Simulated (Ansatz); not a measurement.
# ClH2NSi: basis-set convergence

An exercise on one series of results from a longer session: the logs are not shown, and one member is left open.

Program: Ansatz 0.2.0, Gaussian basis. Level of theory: one geometry, several basis sets. These are calculated values, not measurements.

Plan: PBE0-D4/def2-SVP; ωB97M-V/def2-SVP; PBE0-D4/def2-QZVPP; ωB97M-V/def2-QZVPP; the functionals' def2-TZVPP values are taken from earlier runs.

## The geometry

All runs share one geometry, relaxed beforehand with PBE0-D4 in a triple-zeta def2 set.

SMILES `N[Si]Cl`, 5 atoms, charge 0, spin multiplicity 1.

Atoms are counted from 1 here; the program's logs count them from 0.

Bond lengths: N1–Si2 1.701 Å, N1–H4 1.009 Å, N1–H5 1.010 Å, Si2–Cl3 2.104 Å. Angles: Si2–N1–H4 121.0°, Si2–N1–H5 126.0°, H4–N1–H5 113.0°, N1–Si2–Cl3 98.2°.

Set-up of the first run:

The input, in.yaml:

```yaml
crystal:
  periodic: [false, false, false]
  atoms:
    - {symbol: N, position_ang: [-0.148250, 0.583450, -0.233885]}
    - {symbol: Si, position_ang: [-0.116229, -0.341783, 1.192573]}
    - {symbol: Cl, position_ang: [0.648995, -2.124478, 0.377265]}
    - {symbol: H, position_ang: [-0.473349, 1.538615, -0.227367]}
    - {symbol: H, position_ang: [0.138633, 0.270596, -1.149984]}
basis:
  gaussian: {orbitals: def2-SVP}
hamiltonian: {xc: pbe0, dispersion: d4}
output: {orbitals: {seedname: orbitals}}
```

Steps of the session up to this table: PBE0-D4 in def2-SVP; ωB97M-V in def2-SVP; PBE0-D4 in def2-QZVPP; ωB97M-V in def2-QZVPP.

One table of the session follows, with a row left open; its other results are not shown here.

It belongs to the step «Functionals by basis». 

```
functional       basis  HOMO (eV)
   PBE0-D4    def2-SVP      -6.97
   PBE0-D4  def2-TZVPP      -7.12
   PBE0-D4  def2-QZVPP      -7.17
   ωB97M-V    def2-SVP          ?
   ωB97M-V  def2-TZVPP      -9.22
   ωB97M-V  def2-QZVPP      -9.28
```

**Question.** Estimate the row for ωB97M-V, def2-SVP.

The run gave: HOMO (eV): -9.03. In the column «HOMO (eV)» it lies between ωB97M-V, def2-TZVPP (-9.22) and PBE0-D4, def2-QZVPP (-7.17).
